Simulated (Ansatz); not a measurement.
**Zinc-blende HgTe: TO phonon frequency at L by level of theory**

No measured value is used here.

```
level (code)         value (cm⁻¹)  cell (Å³/atom)
-------------------  ------------  --------------
LDA (Ansatz)                  128           33.31
PBE (Ansatz)                  109           36.76
PBEsol (Ansatz)               121           34.47
PBEsol+SOC (Ansatz)           123           34.14
r²SCAN (Ansatz)               115           35.49
```

Density-functional levels without +SOC have no spin–orbit coupling. LDA, PBE, PBEsol, PBEsol+SOC, r²SCAN: the solid has no gap at this level, which affects its response. Each level is taken at its own relaxed cell. Cutoffs differ between the levels. Ansatz's density-functional and Hartree–Fock values are scalar-relativistic unless marked +SOC, with PAW data made under PBE.

Ansatz is an electronic-structure program.
